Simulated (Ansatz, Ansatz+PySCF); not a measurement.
```xyz
14

C     0.0000   -0.4559   -2.0615
C     0.0000    0.4481   -0.6903
C     0.0000   -0.4481    0.6903
C     0.0000    0.4559    2.0615
H     0.0000    0.2239   -3.0369
H     0.9585   -1.1597   -2.1154
H    -0.9585   -1.1597   -2.1154
H    -0.9502    1.1702   -0.6863
H     0.9502    1.1702   -0.6863
H     0.9502   -1.1702    0.6863
H    -0.9502   -1.1702    0.6863
H     0.0000   -0.2239    3.0369
H     0.9585    1.1597    2.1154
H    -0.9585    1.1597    2.1154
```

RHF on singlet C₄H₁₀ was run in several spherical basis sets with Ansatz (development build ahead of 0.2.0). Caution for RHF: no unrestricted run beside it, a lower state can exist.

Q: Rank the basis sets by the total energy that they give, lowest first, with the distance from the lowest.
A. def2-TZVP
B. def2-SVP
C. cc-pVDZ
D. 6-31G(d)

A: A (0.00 eV), C (1.03 eV), D (1.60 eV), B (4.35 eV).

Totals follow the description of the cores as much as that of the bonds, so this order isn't one of quality for chemistry.
